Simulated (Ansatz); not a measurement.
Rock-salt PbS: polycrystal shear modulus by level of theory

No measured value is used here.

```
level (code)           value (GPa)  cell (Å³/atom)
---------------------  -----------  --------------
PBE (Ansatz)                  30.2           27.12
r²SCAN (Ansatz)               32.2           26.66
HSE06 (Ansatz)                32.9           26.58
Hartree–Fock (Ansatz)         30.3           29.56
```

Density-functional levels without +SOC have no spin–orbit coupling. Each level is taken at its own relaxed cell. Cutoffs and k meshes differ between the levels. Ansatz's density-functional and Hartree–Fock values are scalar-relativistic unless marked +SOC, with PAW data made under PBE.

Ansatz is a program for electronic structure.
